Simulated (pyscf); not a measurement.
Optimised with ωB97X-D3(BJ)/def2-SVP in PySCF.

Problem. For the elementary gas-phase step `[NH3]` + `[NH]=[Sn]([NH2])[NH2]` -> `[NH2][Sn]([NH2])([NH2])[NH2]` (singlet surface; H–N broken, N–Sn, H–N formed), what barrier and reaction energy does ωB97M-D3(BJ)/def2-TZVP give, measured from the separated reactants?

Solution. ΔE‡ = -8.5 kcal/mol, ΔE = -54.7 kcal/mol. Zero-point energy shifts the barrier by -0.3 kcal/mol. It is an addition across a multiple bond or ene-type step, with an imaginary mode of 1291i cm⁻¹. On the reactant side the descent ends in an adduct with a N–Sn contact, 19.3 kcal/mol under the separated species and 8.7 kcal/mol under the saddle at ωB97X-D3(BJ)/def2-TZVP. At ωB97M-D3(BJ) the saddle lies under the separated reactants, which points to a path from their complex (located at ωB97X-D3(BJ) alone). What is counted as formed (N–Sn) is already present as a longer contact in the reactant adduct; forming that adduct is a step of its own. At ωB97X-D3(BJ)/def2-TZVP the barrier from the zero used here is -10.6 kcal/mol. This is the saddle that the search found; another between the same sides may lie lower. Elements past Kr carry the def2 core potentials, without spin-orbit coupling.
